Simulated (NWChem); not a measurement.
**Basis-set dependence for fluorine (F2)**

```
F
F 1 1.3765
```
Charge 0, spin multiplicity 1.

The numbers come from NWChem runs, not from measurements. The geometry was optimised at PBE0/def2-SVP, a minimum by its harmonic frequencies.

Hartree-Fock energies in Ha, correlation energies in mHa.

The correlated methods keep 2 core orbitals frozen. Coupled-cluster values serve here as a point of comparison, not as the truth.

```json
[
 {"basis": "STO-3G", "functions": "10", "RHF": "-195.97550", "MP2": "-48.0", "SCS-MP2": "-57.6", "CCSD": "-74.5", "CCSD+T(CCSD)": "-74.5", "CCSD(T)": "-74.5", "RI-MP2": "not run", "CR-CCSD[T]": "not run", "CR-CCSD(T)": "not run"},
 {"basis": "cc-pVDZ", "functions": "28", "RHF": "-198.68824", "MP2": "-390.0", "SCS-MP2": "-380.5", "CCSD": "-398.7", "CCSD+T(CCSD)": "-407.4", "CCSD(T)": "-407.0", "RI-MP2": "-390.0", "CR-CCSD[T]": "-405.9", "CR-CCSD(T)": "-405.6"},
 {"basis": "cc-pVTZ", "functions": "60", "RHF": "-198.75594", "MP2": "-518.4", "SCS-MP2": "-508.5", "CCSD": "-522.1", "CCSD+T(CCSD)": "-539.9", "CCSD(T)": "-539.2", "RI-MP2": "-518.4", "CR-CCSD[T]": "-536.9", "CR-CCSD(T)": "-536.3"},
 {"basis": "cc-pVQZ", "functions": "110", "RHF": "-198.77223", "MP2": "-565.4", "SCS-MP2": "-558.5", "CCSD": "-565.9", "CCSD+T(CCSD)": "-586.6", "CCSD(T)": "-585.9", "RI-MP2": "-565.4", "CR-CCSD[T]": "-583.2", "CR-CCSD(T)": "-582.5"}
]
```

From cc-pVTZ to cc-pVQZ the Hartree-Fock energy moves by -16.3 mHa and the MP2 correlation energy by -47.1 mHa, which is 8 % of its value in the larger set.
